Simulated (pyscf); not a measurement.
H₂N–SiH(OH)–OH (SMILES N[SiH](O)O) + NH₃ (SMILES N) -> HO–SiH₂–OH (SMILES O[SiH2]O) + H₂N–NH₂ (SMILES NN) (four-centre exchange; singlet surface; N–Si, H–N broken, H–Si, N–N formed). Single points on ωB97X-D3(BJ)/def2-SVP structures (PySCF, gas phase). Energies in kJ/mol from the separated reactants.

```
level                   barrier  reaction energy
----------------------  -------  ---------------
ωB97X-D3(BJ)/def2-TZVP    603.4           +242.8
PBE/def2-TZVP             514.0           +232.2
r²SCAN/def2-TZVP              …                …
M06-2X/def2-TZVP          616.9           +251.4
ωB97M-D3(BJ)/def2-TZVP        …           +246.5
HF/def2-TZVP              750.7           +244.3
```

Complete the blanks.


- r²SCAN/def2-TZVP, barrier: 550.9
- r²SCAN/def2-TZVP, reaction energy: +250.3
- ωB97M-D3(BJ)/def2-TZVP, barrier: 593.6

The functionals in the table span 102.9 kJ/mol in this barrier, from PBE to M06-2X. On the reactant side the descent ends in a complex (not fully relaxed), 18.1 kJ/mol under the separated species and 621.5 kJ/mol under the saddle at ωB97X-D3(BJ)/def2-TZVP. On the product side the descent ends in an adduct with a N–Si contact, 29.4 kJ/mol under the separated species and 390.0 kJ/mol under the saddle at ωB97X-D3(BJ)/def2-TZVP. What is counted as broken (N–Si) persists as a longer contact in the product adduct; parting that adduct is a step of its own. From the product side, NH₂• + NH₂• + HO–SiH₂–OH lies, by one bond made or cut, 36.7 kJ/mol under this saddle at ωB97M-D3(BJ)/def2-TZVP. The same reactants have a lower exit, to NH₂• + H• + H₂N–SiH(OH)–OH (no saddle counted: cutting one bond costs +478.3 kJ/mol at ωB97M-D3(BJ)/def2-TZVP, against +593.6 kJ/mol here). One saddle was located; it need not be the lowest between these sides. A restricted solution here is unstable towards spin polarisation, so biradical character is likely and single-reference numbers are less safe.
